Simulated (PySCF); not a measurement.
**Gas-phase thermal properties of (CH3)3SiH**

Computed with PySCF (xtb for GFN2) and rigid-rotor harmonic-oscillator thermochemistry at 1 bar. 6-31G* has spherical d functions here. All species are closed-shell singlets. B3LYP is the form with VWN-RPA correlation. The harmonic model lacks anharmonicity and excited electronic states, which grow with temperature; levels with a mode under 35 cm⁻¹ are left out. Internal rotation in (CH3)3SiH is treated as a harmonic vibration of one conformer, which makes the entropy rough.

| level | point group | σ | ZPE (kJ/mol) | S°298 (J/mol/K) | Cp298 (J/mol/K) | S°1000 (J/mol/K) | H1000 − H298 (kJ/mol) |
|---|---|---|---|---|---|---|---|
| B3LYP/6-31G* | C3v | 3 | 314.4 | 332.2 | 116.7 | 545.5 | 132.4 |
| GFN2-xTB | C3v | 3 | 310.2 | 341.9 | 117.8 | 556.1 | 132.9 |
| HF/6-31G* | C3v | 3 | 332.7 | 327.4 | 111.3 | 532.4 | 127.5 |
| PBE/def2-SVP | C3v | 3 | 302.5 | 334.0 | 121.3 | 554.3 | 136.4 |
| PBE0/def2-TZVP | C3v | 3 | 311.6 | 331.5 | 118.1 | 547.2 | 133.8 |
σ: rotational symmetry number. Electronic degeneracy used: 1. Frequencies are unscaled.
